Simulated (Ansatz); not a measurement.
## Al–GaH–Cl, triplet: vertical spin and charge gaps

Geometry (PBE0/def2-TZVP stationary point for this spin, not checked as a minimum):

```yaml
atoms:
  - { symbol: Al, position_ang: [0.0000, -0.7317, 2.1344] }
  - { symbol: Ga, position_ang: [0.0000, 0.6006, 0.0419] }
  - { symbol: Cl, position_ang: [0.0000, -0.6855, -1.7026] }
  - { symbol: H, position_ang: [0.0000, 2.1542, -0.1484] }
```

Basis cc-pVDZ; Ansatz 0.2.0. Only valence electrons are correlated (noble-gas cores and the filled d shells of p-block atoms frozen). Prefix R: restricted or restricted open-shell reference; prefix U: unrestricted. No spin–orbit coupling is included, and no scalar relativity.

Gaps are energies of the second state less the first, at fixed atoms, for a selection of the levels run; each method lands on the state that its own search finds for that charge and spin.

Question: PBE gives 6.785 eV for removing an electron, to the doublet. Estimate what UCCSDT(Q) gives in cc-pVDZ.

Answer: UCCSDT(Q) in cc-pVDZ gives 6.669 eV, so against it PBE is off by 0.116 eV.

```csv
level,gap (eV),error (meV)
UHF,6.317,-352
UMP2,6.606,-63
UCCSD,6.639,-30
UCCSD(T),6.658,-11
BCCD(T),6.660,-9
UCCSDT,6.668,-1
r2SCAN,6.944,275
PBE0,6.848,179
B3LYP,6.726,57
r2SCANh,6.947,278
wB97M-V,6.555,-114
B2PLYP,6.622,-47
RPA-PBE,6.770,101
```

Question: PBE gives 3.619 eV for quintet less triplet. Estimate what UCCSDT(Q) gives in cc-pVDZ.

Answer: UCCSDT(Q) in cc-pVDZ gives 3.657 eV, so against it PBE is off by -0.038 eV.

| level | gap (eV) | error (meV) |
| --- | --- | --- |
| UHF | 2.945 | -712 |
| UMP2 | 3.486 | -171 |
| UCCSD | 3.636 | -21 |
| UCCSD(T) | 3.657 | 0 |
| BCCD(T) | 3.659 | 2 |
| UCCSDT | 3.657 | 0 |
| r2SCAN | 3.425 | -232 |
| PBE0 | 3.709 | 52 |
| B3LYP | 3.970 | 313 |
| wB97M-V | 4.221 | 564 |
| B2PLYP | 3.963 | 306 |
| RPA-PBE | 3.642 | -15 |

In so small a basis the reference is far from its limit while semilocal and hybrid functionals are nearer theirs (RPA and double hybrids share much of the reference's basis error), so the functionals' errors here hold much of the reference's basis and frozen-core error, which can add to them or hide them.

Full CI isn't at hand for all of this; UCCSDT(Q) serves as the reference, and is uncertain by about the last step of the cluster series. The frozen core follows each run's orbitals, which can shift R against U totals by a few meV for light atoms and by up to 0.1 eV past Ca.
